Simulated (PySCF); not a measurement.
**HF: from constants to spectrum**

RHF-CCSD(T) constants of HF, ¹Σ⁺ (singlet), closed shell (PySCF, no relativity, basis sets H def2-TZVP, F def2-TZVP; masses 1.0078 and 18.9984 u):

| Quantity | Value |
| --- | --- |
| ωe | 4141.6 cm⁻¹ |
| ωexe | 92.1 cm⁻¹ |
| Be | 20.744 cm⁻¹ |
| αe | 0.771 cm⁻¹ |
| De to H + F | 5.83 eV |

**Question.** What force constant and bond length do these constants imply?

**Answer.** Reduced mass μred = 0.95706 u; k = 5.8918×10⁻⁷·μred·ωe² (u, cm⁻¹, mdyn/Å) = 9.67 mdyn/Å; Re = √(16.8576/(μred·Be)) (u, cm⁻¹, Å) = 0.921 Å.

**Question.** Estimate the centrifugal constant D from the Kratzer relation and find the Dunham coefficient a1.

**Answer.** D = 4Be³/ωe² = 0.00208 cm⁻¹; a1 = −1 − αeωe/(6Be²) = -2.24.

Correlated steps freeze 1 core orbital. Where the molecule has an RHF reference, its open-shell atoms are computed with UHF.
